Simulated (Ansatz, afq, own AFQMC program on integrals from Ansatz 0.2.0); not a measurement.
# HClF, doublet: AFQMC among the cluster methods

```
atom   x (Å)   y (Å)    z (Å)
  Cl  0.0000  0.0000  -1.3569
   H  0.0000  0.0000  -0.0781
   F  0.0000  0.0000   1.4351
```

Connectivity, by distances: ClH ··· F.

Basis cc-pVTZ. Noble-gas cores (and the filled d shells of Ga–Kr and In–Xe) are frozen. Integrals, coupled cluster, full CI and functionals: Ansatz 0.2.0; the random walks run on the same integrals in our own AFQMC program. The CISD trial takes its coefficients from CCSD amplitudes. Released means that phaseless walkers are propagated on without the constraint, phases kept. ± is one standard error of the sampling.

Determinant: UHF, the one that the program's search chose, which needn't be the lowest solution. The geometry is a point of a scan.

No full CI on the walks' own integrals is used here; CCSDT(Q) serves as the reference and is uncertain by about the last step of the cluster series.

Cautions: the search met a lower determinant of the same kind, perhaps of another symmetry (50 meV lower), and this one is a saddle point.

```
T1 diagnostic                               : 0.0157
weight of the determinant in the CISD state : 0.881
⟨S²⟩ of the determinant                     : 0.759
size of the correlated space                : 15 electrons in 72 orbitals
```

Reference: CCSDT(Q), correlation energy -12.423 eV. The released energy is read at 1.50 1/Eh (meV from the phaseless value at times in 1/Eh: -20 ± 6 at 0.24, -16 ± 8 at 0.51, -33 ± 8 at 0.99, -28 ± 8 at 1.50).

```csv
level,E − E(reference) (mEh),share of correlation (%)
HF,456.53,0.00
MP2,46.01,89.92
CCSD,13.90,96.96
CCSD(T),1.32,99.71
CCSDT,0.47,99.90
ph-AFQMC/HF,0.07 ± 0.96,99.98
ph-AFQMC/CISD,0.94 ± 0.21,99.79
released AFQMC,-0.08 ± 0.29,100.02
```

A walk keeps the symmetry of its determinant, which the program's search chose and which needn't be the lowest solution, so a lower state of the same spin and another symmetry isn't excluded. Released energies are given only where the last usable release times agree within the noise; a slower fall can still hide under it.
